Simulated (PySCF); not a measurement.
Gas-phase reaction: 3 (CH₃)₂SiH₂ + 4 C₃H₆ (cyclic) ⇌ 3 (CH₃)₂Si + 3 C₄H₁₀ (n-butane)

Energies from PySCF, thermal terms from the rigid-rotor harmonic-oscillator model, ideal gas at 1 bar. † marks an energy on the PBE0/def2-TZVP geometry and frequencies; other levels use their own. All species are closed-shell singlets. (CH₃)₂Si: computed as isolated molecules; such fragments, hydroxides, amides, oligomers or adducts are transient or little studied in the gas.

BLYP/def2-TZVP† gives ΔH°(298 K) = 101 kJ.

Q: What do ωB97M-V/def2-TZVP†, ωB97X-V/def2-TZVP†, PBE0/def2-TZVP give?

A: ωB97M-V/def2-TZVP†: 110 kJ; ωB97X-V/def2-TZVP†: 157 kJ; PBE0/def2-TZVP: 148 kJ. For scale, ΔH°(298 K) is 101 kJ at this level, 110 kJ at ωB97M-V/def2-TZVP†, and runs from 70 to 163 kJ over the 18 levels computed.
